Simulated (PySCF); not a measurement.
Continuum solvent and chemical shifts

Bonds (- single, = double, # triple, : aromatic): C1-C2 1.434 Å, C2#C3 1.223 Å, C3-C4 1.368 Å, C4=C5 1.388 Å, C5-C6 1.348 Å, C6-C4 1.388 Å. C1 carries H7, H8, H9; C5 carries H10; C6 carries H11. Formal charges: C6 +1.

Total charge +1.

GIAO PBE0/pcSseg-1 in PySCF 2.14.0 with density-fitted response routines on one PBE0-D3(BJ)/def2-SVP conformer, non-relativistic, equivalent nuclei averaged. Solvents enter as an IEF-PCM continuum (benzene with ε = 2.3, acetonitrile with ε = 35.7) around the gas-phase geometry. Shifts are referred to TMS computed in the same medium.

Gas phase, δ in ppm: C2 181.2, C5/C6 167.7, C4 164.6, C3 70.2, C1 11.7, H10/H11 9.65, H7/H8/H9 3.34. Dipole moment 2.82 D.

(1) How does each δ change in the continuum?

(2) Which nuclei move most (in ppm), and what does the model miss?

Results:

(1) 
| atoms | environment | Δδ, benzene | Δδ, acetonitrile |
| --- | --- | --- | --- |
| C2 | alkyne carbon | -5.2 | -10.9 |
| C5/C6 | unsaturated ring CH | +1.3 | +2.9 |
| C4 | unsaturated ring carbon | +1.8 | +3.7 |
| C3 | alkyne carbon | -0.2 | -0.2 |
| C1 | propargylic methyl carbon | -0.4 | -0.7 |
| H10/H11 | hydrogen on a unsaturated ring CH | +0.11 | +0.24 |
| H7/H8/H9 | hydrogen on a propargylic methyl carbon | -0.09 | -0.18 |

Changes are relative to the gas phase. The dipole moment becomes 3.38 D in benzene, 4.00 D in acetonitrile.

(2) C2 (alkyne carbon, -10.9 ppm) in acetonitrile. A continuum only polarises the solute; specific hydrogen bonds, the anisotropy of aromatic solvents and changes of geometry or conformer are outside it, as are counter-ions.
